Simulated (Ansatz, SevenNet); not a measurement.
For trigonal Te, the machine-learned potential SevenNet-l3i5 (trained on PBE and PBE+U data) gives:

```
Property                         Result
------------------------------  -------
equilibrium lattice constant a  4.553 Å
c axis length                   5.917 Å
```

What does PBE0 (Ansatz, an electronic-structure program, PAW) give for the same quantities?


- lattice constant a: 4.733 Å (grows by 4.0 %)
- lattice parameter c: 5.776 Å (drops by 2.4 %)

For comparison: lattice constant a 4.456 Å (measured, 293 K, not corrected to a static lattice; as tabulated in Wikipedia's data pages); lattice parameter c 5.928 Å (measured, 293 K, no zero-point or thermal correction; as tabulated in Wikipedia's data pages).

Changes are worked out from the printed values.

Unless a cell is named, each level is at its own relaxed cell (SevenNet-l3i5 35.41, PBE0 37.35 Å³/atom).

Caveats: the cell comes from a level without a dispersion term, which matters for the spacing of layers, chains or molecules (PBE0). Ansatz's density-functional and Hartree–Fock values are scalar-relativistic unless marked +SOC, with PAW data made under PBE.
